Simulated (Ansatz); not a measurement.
Run this with the Python package of Ansatz (0.2.0) and show what comes out.

Input file `ch4ssi.xyz`:
```text
7

Si   -0.62090    0.22350   -0.23230
C     1.01960   -0.33750    0.25390
S     1.13640   -1.41750    1.49760
H    -1.47390   -0.82940   -0.70830
H    -0.54550    1.21410   -1.39710
H    -1.35430    1.01230    0.85620
H     1.89980    0.06640   -0.31570
```

The script, `opt_ch4ssi.py`:
```python
'''Minimum-energy structure of CH4SSi.'''

import ansatz as az
import numpy as np

geometry = az.Crystal.molecule_from_extxyz('ch4ssi.xyz')

job = geometry.calculation()
job = job.basis(gaussian='def2-SVP')
job = job.correlation('mp2')
symbols = [site.symbol for site in geometry.cartesian_sites]
start = np.array([site.position_ang for site in geometry.cartesian_sites], dtype=float)
def progress(event):
    if event['event'] == 'relax_step':
        row = event['data']
        print(f'step {row["step"]:3d}  E = {row["lagrangian_ev"]:.6f} eV  max force {row["allowed_force_max_ev_ang"]:.4f} eV/A')


r = job.relax(force_tolerance=0.02).session().plan().execute(on_event=progress).report
end = np.array(r['positions_ang'])

print('reference energy %16.6f eV' % r['reference_energy_ev'])
print('total energy     %16.6f eV' % r['free_energy_ev'])
print('occupied (up, down):', r['n_occupied'], ' virtual:', r['n_virtual'], ' frozen:', r['n_frozen'])

print('bond        before    after (A)')
for i, j in [(0, 1), (0, 3), (0, 4), (0, 5), (1, 2), (1, 6)]:
    d0, d1 = (np.linalg.norm(xyz[i] - xyz[j]) for xyz in (start, end))
    print(f'{symbols[i]}{i}-{symbols[j]}{j}'.ljust(10), f'{d0:8.4f} {d1:8.4f}')
for i, j, k in [(1, 0, 3), (1, 0, 4), (1, 0, 5), (3, 0, 4), (3, 0, 5), (4, 0, 5), (0, 1, 2), (0, 1, 6)]:
    u, v = end[i] - end[j], end[k] - end[j]
    print(f'angle {symbols[i]}{i}-{symbols[j]}{j}-{symbols[k]}{k}: {np.degrees(np.arccos(np.clip(u @ v / np.linalg.norm(u) / np.linalg.norm(v), -1, 1))):.2f} deg')
with open('ch4ssi_opt.xyz', 'w') as handle:
    handle.write(f'{len(symbols)}\nrelaxed CH4SSi\n')
    handle.writelines(f'{s:2s} {x:11.6f} {y:11.6f} {z:11.6f}\n' for s, (x, y, z) in zip(symbols, end))
```

```console
$ python opt_ch4ssi.py
step   1  E = -19775.208314 eV  max force 2.6754 eV/A
step   2  E = -19775.410328 eV  max force 0.8901 eV/A
step   3  E = -19775.440478 eV  max force 0.2898 eV/A
step   4  E = -19775.440507 eV  max force 0.3240 eV/A
step   5  E = -19775.448484 eV  max force 0.0126 eV/A
reference energy    -19765.566382 eV
total energy        -19775.448484 eV
occupied (up, down): [9, 9]  virtual: [50, 50]  frozen: 11
bond        before    after (A)
Si0-C1       1.8007   1.8968
Si0-H3       1.4362   1.4806
Si0-H4       1.5309   1.4844
Si0-H5       1.5313   1.4821
C1-S2        1.6513   1.6296
C1-H6        1.1235   1.1036
angle C1-Si0-H3: 109.21 deg
angle C1-Si0-H4: 110.46 deg
angle C1-Si0-H5: 108.85 deg
angle H3-Si0-H4: 109.62 deg
angle H3-Si0-H5: 109.52 deg
angle H4-Si0-H5: 109.16 deg
angle Si0-C1-S2: 120.93 deg
angle Si0-C1-H6: 120.26 deg
```

It writes `ch4ssi_opt.xyz`:
```text
7
relaxed CH4SSi
Si   -0.682783    0.289022   -0.283563
C     1.024701   -0.330156    0.263233
S     1.172048   -1.465773    1.422717
H    -1.527389   -0.870682   -0.649291
H    -0.555779    1.200311   -1.448349
H    -1.309047    1.022479    0.841741
H     1.939449    0.086700   -0.192186
```

Caveats:
- Total energies depend on the basis set; only differences at equal settings carry meaning.
- The end point is the stationary point reached from this start; no frequency run checks that it is a minimum, and the basis set is modest.
- Wall time of the script: 9.9 s on 1 thread of Arm Neoverse V1, on a shared host, peak memory 0.21 GiB.

(Lines on the test bed's own set-up are left out of the output.)
